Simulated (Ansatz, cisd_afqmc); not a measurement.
Species: H3O2, charge 1, singlet. H3O2+ (SMILES O[OH2+]).
B3LYP-D3(BJ)/def2-TZVP minimum from Ansatz (an electronic-structure program):
```xyz
5

O      0.1360     0.5595    -0.3416
O     -0.1596    -0.6562     0.3979
H      1.0537     0.8157    -0.0797
H     -0.3477    -1.2726    -0.3451
H     -0.5172     1.2304    -0.0259
```
Charge +1, spin multiplicity 1.

Total energies in cc-pVTZ, 14 correlated electrons, 2 frozen orbitals. Radicals and triplets start from unrestricted determinants; spin-orbit coupling is neglected. Cores are frozen in correlated methods. No relativity. AFQMC/CISD: phaseless, guided by CISD from CCSD amplitudes; bars are statistical, one sigma. Outlying blocks are dropped, and bars are widened where a walk drifts. Over all cases where full CI ran beside it in this data, AFQMC minus full CI had a median of +0.1 mEh and passed +0.4 mEh in a tenth of the cases.

```
method         program         energy (Eh)  minus CCSDT(Q) (mEh)
----------  ----------  ------------------  --------------------
HF              Ansatz          -151.10994                519.94
MP2             Ansatz          -151.59888                 31.00
CCSD            Ansatz          -151.61082                 19.06
CCSD(T)         Ansatz          -151.62867                  1.21
CCSDT(Q)        Ansatz          -151.62988                  0.00
AFQMC/CISD  cisd_afqmc  -151.6291 ± 0.0004             0.8 ± 0.4
```

Rough core times of Ansatz's runs on a shared machine: CCSD(T) under 20 s, CCSDT(Q) 10 min.
